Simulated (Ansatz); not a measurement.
We consider rock-salt BaTe, described by B3LYP (VWN-RPA form) (Ansatz, a first-principles code, plane waves, PAW).

Run with plane-wave cutoff 460 eV, 6×6×6 k mesh, Fermi–Dirac smearing 0.01 eV, scalar-relativistic PAW data made under PBE.

Pressure at four volumes; x = ln(V/45.845 Å³). One pressure is withheld.

```tsv
V (Å³/atom)	x	P (GPa)
43.553	-0.0513	?
44.699	-0.0253	0.735
45.845	0.0000	-0.004
48.137	0.0488	-1.212
```

Task: Pass a parabola P(x) through the three rows shown, estimate the bulk modulus and its pressure derivative near zero pressure, and predict the withheld pressure.

Result: Slopes between the rows: (-0.004 − (0.735))/(0.0000 − (-0.0253)) = -29.21 and (-1.212 − (-0.004))/(0.0488 − (0.0000)) = -24.75 GPa. Their difference over the span 0.0741 is c = 4.46/0.0741 = 60.2 GPa, so P(x) = 0.735 + (-29.21)(x − (-0.0253)) + 60.2 (x − (-0.0253))(x − (0.0000)). At the middle row B = −dP/dx = −[-29.21 + 60.2 × 0.0253] = 27.7 GPa, and B′ = dB/dP = 2c/B = 4.3. At x = -0.0513 the parabola gives 1.575 GPa; the run gives 1.580 GPa. The Birch–Murnaghan fit to the energies at all volumes has B0 = 27.6 GPa and B′ = 4.4.

Spin–orbit coupling is not included.
